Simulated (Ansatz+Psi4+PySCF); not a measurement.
# doublet SiH₄(+): levels of theory in one basis

```yaml
atoms:
  - { symbol: Si, position_ang: [-0.0100, -0.0002, 0.0007] }
  - { symbol: H, position_ang: [0.8535, 0.8478, 0.8610] }
  - { symbol: H, position_ang: [-0.8626, -0.8561, 0.8485] }
  - { symbol: H, position_ang: [-0.8507, 0.8478, -0.8572] }
  - { symbol: H, position_ang: [0.8626, -0.8495, -0.8522] }
```

Basis set: cc-pVTZ on H; cc-pV(T+d)Z on Si (spherical functions). Frozen core: 5 orbitals. Correlation on ROHF uses semicanonical orbitals with singles. Charge 1, multiplicity 2.

Computed with Ansatz (development build ahead of 0.2.0); each method stands on the lowest determinant of its kind that the runs found.

```
      method  E − E(ROHF) (eV)  <S²> of the determinant
        ROHF              0.00                     0.75
         UHF             -0.07                     0.76
    ROHF-MP2             -3.14                        –
     UHF-MP2             -3.16                     0.76
   ROHF-CCSD             -3.94                        –
    UHF-CCSD             -3.94                     0.76
ROHF-CCSD(T)             -4.04                        –
 UHF-CCSD(T)             -4.04                     0.76
```

Caution for ROHF-MP2, UHF-MP2, ROHF-CCSD, UHF-CCSD, ROHF-CCSD(T), UHF-CCSD(T): large amplitudes, a single reference is doubtful. Caution for ROHF-MP2, UHF-MP2: MP2 on this radical cation hangs on the determinant chosen.
